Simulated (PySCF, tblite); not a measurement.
Bond stretch in SMILES CCl (CH₃Cl). The C1–H5 bond (C1 also carries Cl, H, H; H5 carries nothing else) is stretched with both fragments frozen at the PBE0/def2-TZVP optimised geometry.

- GFN2-xTB, 300 K electronic temperature (tblite)
- UCCSD(T) = CCSD(T) on UHF/6-31G, 6 core orbitals frozen (PySCF 2.14.0)

Energies relative to the lowest point of each curve near equilibrium, in kcal/mol; the last columns give the difference from UCCSD(T):

```json
[
 {"R / Å": "0.82", "GFN2-xTB": "49.7", "UCCSD(T)": "53.9", "GFN2-xTB − UCCSD(T)": "-4.2"},
 {"R / Å": "0.88", "GFN2-xTB": "25.4", "UCCSD(T)": "28.7", "GFN2-xTB − UCCSD(T)": "-3.3"},
 {"R / Å": "0.93", "GFN2-xTB": "12.8", "UCCSD(T)": "15.1", "GFN2-xTB − UCCSD(T)": "-2.3"},
 {"R / Å": "0.97", "GFN2-xTB": "6.4", "UCCSD(T)": "8.0", "GFN2-xTB − UCCSD(T)": "-1.6"},
 {"R / Å": "1.01", "GFN2-xTB": "2.5", "UCCSD(T)": "3.4", "GFN2-xTB − UCCSD(T)": "-0.9"},
 {"R / Å": "1.07", "GFN2-xTB": "0.1", "UCCSD(T)": "0.3", "GFN2-xTB − UCCSD(T)": "-0.2"},
 {"R / Å": "1.09", "GFN2-xTB": "0.0", "UCCSD(T)": "0.0", "GFN2-xTB − UCCSD(T)": "0.0"},
 {"R / Å": "1.11", "GFN2-xTB": "0.2", "UCCSD(T)": "0.1", "GFN2-xTB − UCCSD(T)": "0.1"},
 {"R / Å": "1.14", "GFN2-xTB": "1.0", "UCCSD(T)": "0.7", "GFN2-xTB − UCCSD(T)": "0.3"},
 {"R / Å": "1.21", "GFN2-xTB": "4.4", "UCCSD(T)": "4.0", "GFN2-xTB − UCCSD(T)": "0.4"},
 {"R / Å": "1.26", "GFN2-xTB": "7.9", "UCCSD(T)": "7.5", "GFN2-xTB − UCCSD(T)": "0.3"},
 {"R / Å": "1.34", "GFN2-xTB": "14.5", "UCCSD(T)": "14.5", "GFN2-xTB − UCCSD(T)": "0.1"},
 {"R / Å": "1.46", "GFN2-xTB": "25.8", "UCCSD(T)": "26.3", "GFN2-xTB − UCCSD(T)": "-0.5"},
 {"R / Å": "1.62", "GFN2-xTB": "41.6", "UCCSD(T)": "42.4", "GFN2-xTB − UCCSD(T)": "-0.8"},
 {"R / Å": "1.80", "GFN2-xTB": "58.5", "UCCSD(T)": "59.1", "GFN2-xTB − UCCSD(T)": "-0.6"},
 {"R / Å": "1.95", "GFN2-xTB": "71.1", "UCCSD(T)": "70.8", "GFN2-xTB − UCCSD(T)": "0.2"},
 {"R / Å": "2.19", "GFN2-xTB": "88.1", "UCCSD(T)": "85.4", "GFN2-xTB − UCCSD(T)": "2.7"},
 {"R / Å": "2.40", "GFN2-xTB": "99.8", "UCCSD(T)": "94.2", "GFN2-xTB − UCCSD(T)": "5.6"},
 {"R / Å": "2.66", "GFN2-xTB": "110.5", "UCCSD(T)": "100.0", "GFN2-xTB − UCCSD(T)": "10.6"},
 {"R / Å": "2.94", "GFN2-xTB": "118.4", "UCCSD(T)": "102.1", "GFN2-xTB − UCCSD(T)": "16.2"},
 {"R / Å": "3.29", "GFN2-xTB": "124.1", "UCCSD(T)": "102.9", "GFN2-xTB − UCCSD(T)": "21.2"},
 {"R / Å": "3.76", "GFN2-xTB": "127.1", "UCCSD(T)": "103.1", "GFN2-xTB − UCCSD(T)": "24.0"}
]
```

GFN2-xTB is furthest from UCCSD(T) at 3.76 (24.0 kcal/mol, above); its mean absolute difference over the points is 4.4 kcal/mol.

The unrestricted determinant behind UCCSD(T) is spin-contaminated at 1.80 to 3.76 Å (<S²> up to 1.0, against 0.00 for a pure singlet).
